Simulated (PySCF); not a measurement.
How methods differ on the ionisation energy of F

F [He] 2s2 2p5 (2P) → F⁺ [He] 2s2 2p4 (3P), as a difference of total energies. Calculation: PySCF 2.14, in def2-SVP (3s2p1d, 14 functions); the non-relativistic Hamiltonian (point nucleus). Correlated levels: valence: 1s2 frozen. The calculations carry no spin-orbit coupling.

Task: Order these methods by the ionisation energy they give, lowest first.
A. r2SCAN
B. MP2 (valence)
C. SCS-MP2 (valence)
D. CCSD(T) (valence)

Result: D (16.881 eV), C (16.914 eV), B (16.959 eV), A (17.455 eV).

Errors of the correlated levels include the incompleteness of this basis and the frozen core.

For comparison: 17.427 eV (measured; NIST levels, between the centres of gravity of the two terms).
